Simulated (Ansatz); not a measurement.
A made-up structure of AlHClO (charge -1), closed shell:

```xyz
4
angstrom
O 0.3135 -1.0466 1.4371
Al 0.1376 -0.0419 0.1701
Cl 0.5388 -1.9022 2.8652
H 1.0696 1.1724 -0.3296
```

It is relaxed with PBE-D4/def2-SVPD and then PBE0-D4/def2-TZVPD (Ansatz 0.2.0). Atoms count as bonded within 1.22 times the sum of their covalent radii (H–H: 0.88 Å). The end point is not checked to be a true minimum.

(1) Does its bonding change? (Judge from chemistry; the calculation decides.)

Answers

(1) The calculation gives: Yes. Formed: Al2–Cl3; broken: O1–Cl3.

Where it ends: The first stage lowers the energy by 4.98 eV in 17 steps. It ends as AlHClO ([O][AlH][Cl]), total charge -1:
| atom | x (Å) | y (Å) | z (Å) |
| --- | --- | --- | --- |
| O1 | -0.9126 | -1.1878 | 0.2087 |
| Al2 | 0.3792 | -0.4436 | 0.8591 |
| Cl3 | 1.3710 | -1.0108 | 2.7416 |
| H4 | 1.2219 | 0.8239 | 0.3335 |

Labels in which every atom is bracketed show which atoms are joined, not bond orders.

For scale, one of the runs: PBE0-D4/def2-TZVPD relaxation, 138 basis functions, launched by `ansatz run in.yaml --threads 2 --pin off --events-out ev --progress --plain --max-ram 4352MiB`. Hardware: 2 CPU threads of an Arm Neoverse V1, shared host. Wall time about 18 s.
